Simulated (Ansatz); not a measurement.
A relaxation, step by step

CH3N2 (SMILES N=C=[NH2+]) (charge +1), singlet, PBE0-D4/def2-TZVP (Ansatz 0.2.0). Settings:

```yaml
hamiltonian: {xc: pbe0, dispersion: d4}
relax: {f_tol: 0.2, max_steps: 80, max_displacement: 0.05}
```

Start (the SMILES describes the start alone):

```
6
angstrom
N -1.2430 -0.5570 -0.6875
C -0.2335 -0.1326 -0.1115
N 0.9844 0.1975 0.2915
H -1.9390 -0.4433 -1.2072
H 1.6794 0.1333 0.0922
H 0.7131 0.6235 1.2741
```

```
step  energy less the last (meV)  largest force component (eV/Å)
   1                      5363.9                          39.566
   2                      2284.0                          19.787
   3                       746.1                           9.033
   4                       162.5                           2.569
   5                        20.2                           0.440
   6                         8.4                           0.444
   7                         4.4                           0.223
   8                         0.0                           0.115
```

Step 2, positions (Å) and forces (eV/Å):

| atom | x | y | z | Fx | Fy | Fz |
| --- | --- | --- | --- | --- | --- | --- |
| N1 | -1.225 | -0.556 | -0.676 | 9.785 | 1.026 | 6.936 |
| C2 | -0.239 | -0.135 | -0.118 | -2.115 | -2.130 | -4.591 |
| N3 | 0.939 | 0.202 | 0.308 | -19.787 | 2.661 | 8.361 |
| H4 | -1.949 | -0.441 | -1.214 | -5.221 | 0.938 | -3.692 |
| H5 | 1.721 | 0.129 | 0.079 | 15.858 | -2.015 | -5.566 |
| H6 | 0.715 | 0.623 | 1.272 | 1.480 | -0.480 | -1.447 |

Step 6, positions (Å) and forces (eV/Å):

| atom | x | y | z | Fx | Fy | Fz |
| --- | --- | --- | --- | --- | --- | --- |
| N1 | -1.199 | -0.552 | -0.645 | -0.277 | -0.021 | -0.341 |
| C2 | -0.236 | -0.130 | -0.171 | 0.123 | 0.005 | -0.033 |
| N3 | 0.836 | 0.246 | 0.408 | 0.376 | -0.051 | 0.040 |
| H4 | -1.990 | -0.472 | -1.278 | 0.212 | -0.013 | 0.263 |
| H5 | 1.760 | 0.088 | -0.005 | -0.444 | 0.027 | 0.079 |
| H6 | 0.791 | 0.641 | 1.342 | 0.011 | 0.053 | -0.009 |

Step 7, positions (Å) and forces (eV/Å):

```tsv
atom	x	y	z	Fx	Fy	Fz
N1	-1.183	-0.550	-0.667	-0.075	0.051	-0.059
C2	-0.232	-0.120	-0.178	-0.006	-0.223	0.108
N3	0.836	0.204	0.435	0.087	0.182	0.018
H4	-1.992	-0.473	-1.262	-0.062	0.013	-0.058
H5	1.738	0.097	-0.015	0.067	-0.013	-0.020
H6	0.795	0.663	1.339	-0.012	-0.009	0.012
```

Last step (8):

```xyz
6
angstrom
N -1.1869 -0.5482 -0.6664
C -0.2316 -0.1357 -0.1707
N 0.8382 0.2235 0.4273
H -1.9944 -0.4703 -1.2665
H 1.7422 0.0931 -0.0149
H 0.7939 0.6590 1.3428
```

The run took about 16 s on 1 CPU thread of an Intel Xeon (shared host).
